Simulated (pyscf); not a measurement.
PySCF, gas phase, ωB97X-D3(BJ)/def2-SVP geometries. MP2 and CC: frozen core, UHF for open shells. ΔMP2 is the change of the MP2 total energy from the triple- to the quadruple-zeta basis.

Question: Estimate by transition-state theory (the high-pressure limit) the rate constant of H₃C–CH=CH–Cl (SMILES CC=CCl) → HC≡C–CH₃ (SMILES C#CC) + HCl (SMILES Cl) (singlet surface; C–H, C–Cl broken, Cl–H formed) at 600 K, with CCSD(T)/def2-TZVPP + ΔMP2(QZVPP) energies (ideal gas, 1 atm, RRHO with modes under 100 cm⁻¹ raised to 100, one conformer, R ln 2 for rigid chiral ones; no tunnelling).

Answer: The electronic barrier is 75.8 kcal/mol and the thermal terms add -7.7, so ΔG‡ = 68.2 kcal/mol. With k_BT/h = 1.25e+13 s⁻¹ and RT = 1.192 kcal/mol, k = 1.8e-12 s⁻¹, a half-life of 3.8e+11 s through this channel alone. Wigner's tunnelling factor for 1625i cm⁻¹ would be 1.63, likely too low at so high a frequency. A shift of 1 kcal/mol in the barrier changes k by a factor 2.3. On the product side the descent ends in a complex, 4.5 kcal/mol under the separated species and 48.6 kcal/mol under the saddle at ωB97X-D3(BJ)/def2-TZVP. This is the saddle that the search found; another between the same sides may lie lower. The CCSD(T) − MP2 part came from Ansatz, without density fitting, on the same reference.
